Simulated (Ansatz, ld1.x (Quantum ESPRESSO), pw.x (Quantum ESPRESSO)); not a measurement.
**lithium (Li): one change to the RRKJ potential, in the atom and in the bcc crystal**

lithium, norm-conserving RRKJ (Kleinman–Bylander form), made with ld1.x (Quantum ESPRESSO) 7.5 (PBE, scalar-relativistic). Core [He], reference 2s1 2p0. Waves: 2p (bound, empty): rc 4.20 bohr; 3d channel at 0.25 Ry: rc 3.60 bohr; 2s (bound): rc 3.50 bohr. Local part: the s channel. Core correction: none. rho0 = 0.02.

Change: all radii scaled by about 0.82 (s 2.86, p 3.42, d 2.94 bohr).

Cutoffs, loose and tight: the cutoffs (Ry, on a coarse ladder) from which the occupation-weighted sum of valence levels, in a spherical-Bessel basis at the reference potential, stays within 10 and 1 mRy of its value at 400 Ry. They do not see the model core or the augmentation charge, which bear on the density cutoff. Test errors are all-electron minus pseudo excitation energies from the reference, over the configurations 2s0.5 2p0; 2s0 2p1; variants that change the core or the reference have their own tests.

Crystal test: bcc Li in pw.x 7.5, no spin, 13³ k-points, Fermi–Dirac smearing 0.01 Ry, cutoffs set for each file from its atomic test. The reference is all-electron LAPW (Ansatz 0.2.0) with the same functional, mesh and smearing; V0 and B0 come from Birch–Murnaghan fits to the pressures at five volumes. Errors are pseudo minus all-electron; Δ is the rms difference of the E(V) curves that follow from these fits, minima aligned, over ±6 % about the mean V0. Mesh and smearing are coarse, so the numbers serve the comparison and aren't converged zero-temperature values; the lattice is a test structure that the element need not adopt.

All-electron: a0 = 3.436 Å (V0 = 20.29 Å³/atom), B0 = 13.8 GPa.

Does the change bring the crystal closer to the all-electron result?

The mean pressure error goes from -1.24 to -0.74 GPa, so the change moves the solid closer to the all-electron pressures. Neither pressure curve crosses zero within the volumes sampled, so no fits are given.

```tsv
quantity	base	changed
outcome (atom)	generated	generated
cutoff, loose (atom)	6 Ry	6 Ry
cutoff, tight (atom)	6 Ry	6 Ry
bound ghosts (atom)	none	none
largest test error (meV) (atom)	+4.4	+4.9
cutoffs in pw.x (Ry)	35/140	35/140
mean pressure error (GPa)	-1.24	-0.74
```

Base: The largest radius (4.20 bohr) exceeds half the bond length (2.82 bohr), so the spheres overlap, which is one possible source of error among others. This is a poor potential for the solid. The atomic tests give no hint of an error of this size, and its cause was not traced. Changed file: The largest radius (3.42 bohr) exceeds half the bond length (2.82 bohr), so the spheres overlap, which is one possible source of error among others. This is a poor potential for the solid. The atomic cutoffs weigh occupied waves only.
